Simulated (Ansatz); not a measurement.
A nudged elastic band was laid between two geometries of AlH6NO (9 atoms, charge 0, multiplicity 1).

These are results of RKS B3LYP-D4/def2-SVP (Ansatz 0.2.0), not measurements.

- movable images: 5
- climbing image: yes
- spring: 5.0 eV/Å²
- optimiser: quadratic models (default)
- start path: through a guess of the saddle point
- force threshold: 0.5 eV/Å
- iteration limit: 60
- end points: relaxed

Initial state:

```xyz
9
Properties=species:S:1:pos:R:3
Al -0.160 -0.028 0.100
H -0.189 -1.086 1.292
N 1.544 0.354 -0.554
H 2.337 -0.226 -0.282
H 1.681 0.612 -1.531
H -1.369 0.176 -0.906
O 0.106 1.737 1.041
H 1.018 1.675 0.606
H 0.219 1.754 2.003
```

Final state:

```xyz
9
Properties=species:S:1:pos:R:3
Al 0.132 0.595 -0.617
H -0.262 -0.044 3.291
N 1.733 0.135 -1.225
H 1.875 -0.548 -1.964
H 2.632 0.486 -0.909
H -1.168 -0.035 -1.231
O -0.069 1.735 0.642
H 0.606 2.239 1.105
H -0.291 0.405 2.676
```

Question: Which bonds break or form, and what moves?

Answer: Bonds broken: Al1–H2, O7–H9. Bonds formed: H2–H9. AlH6NO becomes AlH4NO + H2.

Question: What energy profile does the band end with?

Answer: The run converged. The highest image is number 2 of 0 to 6, 0.48 eV above the first end and 0.74 eV above the last; the last end lies 0.26 eV below the first. The threshold of 0.5 eV/Å is loose, so the images may lie well off the minimum-energy path. The order of the stationary point at the top wasn't checked. The orbitals stay closed-shell, which can raise the energy where a bond breaks towards radicals; this wasn't checked here.

```json
{"image": "0", "path coordinate (Å)": "0.00", "energy (eV)": "0.00", "Al1–H2 (Å)": "1.59", "O7–H9 (Å)": "0.97", "H2–H9 (Å)": "2.96"}
{"image": "1", "path coordinate (Å)": "0.92", "energy (eV)": "0.15", "Al1–H2 (Å)": "1.60", "O7–H9 (Å)": "0.97", "H2–H9 (Å)": "2.46"}
{"image": "2", "path coordinate (Å)": "1.84", "energy (eV)": "0.48", "Al1–H2 (Å)": "1.64", "O7–H9 (Å)": "0.99", "H2–H9 (Å)": "1.78"}
{"image": "3", "path coordinate (Å)": "2.76", "energy (eV)": "0.34", "Al1–H2 (Å)": "2.02", "O7–H9 (Å)": "1.74", "H2–H9 (Å)": "0.83"}
{"image": "4", "path coordinate (Å)": "3.68", "energy (eV)": "-0.21", "Al1–H2 (Å)": "2.68", "O7–H9 (Å)": "2.37", "H2–H9 (Å)": "0.76"}
{"image": "5", "path coordinate (Å)": "4.61", "energy (eV)": "-0.25", "Al1–H2 (Å)": "3.43", "O7–H9 (Å)": "2.47", "H2–H9 (Å)": "0.76"}
{"image": "6", "path coordinate (Å)": "5.53", "energy (eV)": "-0.26", "Al1–H2 (Å)": "3.98", "O7–H9 (Å)": "2.44", "H2–H9 (Å)": "0.76"}
```

Question: What is the geometry of the highest image?

Answer: 
```xyz
9
Properties=species:S:1:pos:R:3
Al 0.021 0.058 0.034
H -0.091 -0.532 1.557
N 1.699 0.068 -0.669
H 2.065 -0.796 -1.070
H 2.092 0.836 -1.211
H -1.301 -0.040 -0.837
O -0.042 1.816 1.044
H 0.784 2.335 1.088
H -0.040 1.223 1.831
```

The band took 8 iterations and of the order of 110 core-seconds.

Run time: 110 s on 1 thread of Arm Neoverse V1 (shared host), peak memory 0.16 GiB.
